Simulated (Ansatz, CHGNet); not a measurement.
Elastic constant C11 (GPa) of solids drawn from the class of elemental solids other than molecular ones, at two levels: the machine-learned potential CHGNet-r²SCAN (trained on r²SCAN data), and r²SCAN in Ansatz (PAW).

```
solid    CHGNet-r²SCAN  r²SCAN  shift (%)
-------  -------------  ------  ---------
fcc Ca            18.1    22.9        +27
diamond            670    1112        +66
fcc Ag             129     124       -3.9
bcc Li            8.44    14.7        +74
bcc K             8.50    3.88        -54
hcp Mg            41.7    72.2        +73
hcp Os             566     784        +39
bcc Na            10.4    8.89      -14.5
fcc Ir             457     633        +39
fcc Cu             178     202      +13.5
```

The shifts run from -54 % to +74 %, with a median of +33 %.

Over all 10 rows r²SCAN is the larger in 7.

Ansatz's runs of these crystals have no spin polarisation.

Spin–orbit coupling is left out, also for the solids with elements from indium on (hcp Os, fcc Ir); its size isn't shown.

Each level is taken at its own relaxed cell. Ansatz's density-functional and Hartree–Fock values are scalar-relativistic unless marked +SOC, with PAW data made under PBE.

Ansatz is a first-principles code.
